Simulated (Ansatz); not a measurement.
Relaxed structures of CH4OSi, singlet (PBE0-D4/def2-TZVP; forces vanish, vibrations not checked; lower isomers may exist, and structures with a doubtful reference or unclear bonds are left out; Å). Program: Ansatz 0.2.0. Basis: def2-TZVPP. Cores are frozen in the correlated methods.

Question: Rank them by CCSD(T) energy, lowest first, and give each one's height above the lowest. Links in brackets join atoms within 1.22 times the sum of their covalent radii (1.1 for two metals). (To be estimated.)
A.
CH₄OSi ([OH][CH2][SiH])
```
7
angstrom
O -1.1548 -1.0114 -0.2956
C -0.1842 0.0023 -0.4199
Si 1.1472 0.1146 0.9260
H -1.7497 -0.9660 -1.0498
H -0.6342 1.0049 -0.5284
H 0.4312 -0.1153 -1.3389
H 0.7514 -1.1801 1.6252
```
B.
CH₄OSi ([OH2][CH][SiH])
```
7
angstrom
O -0.9436 -0.9723 -0.8289
C -0.2886 0.3562 -0.3411
Si 0.9562 0.1919 0.8802
H -1.8554 -1.0154 -0.5002
H -0.7125 1.1313 -0.9669
H -0.3803 -1.5535 -0.2308
H 0.6842 -1.3734 0.8740
```
C.
CH₄OSi ([OH][CH][SiH2])
```
7
angstrom
O -1.1358 -0.9779 -0.6788
C -0.4067 0.1121 -0.3223
Si 0.9688 0.1370 0.7197
H -1.8964 -0.7035 -1.1956
H -0.7493 1.0673 -0.7200
H 1.6369 1.4378 0.8986
H 1.5824 -1.0728 1.2985
```

Answer: Computed: C (0.0 kJ/mol), A (20.7 kJ/mol), B (185.2 kJ/mol). Heights count from the lowest.

The T1 diagnostic stays at or below 0.020. The restricted Hartree–Fock reference is unstable towards an unrestricted one at one or more of these structures.

For scale, one of the runs: CCSD(T)/def2-TZVPP, 160 basis functions, launched by `ansatz run in.yaml --threads 2 --pin off --events-out ev --progress --plain --max-ram 4352MiB`. Hardware: 2 CPU threads of an Intel Xeon Platinum 8175M, shared host. Wall time 16 s; peak host memory 1.2 GiB.
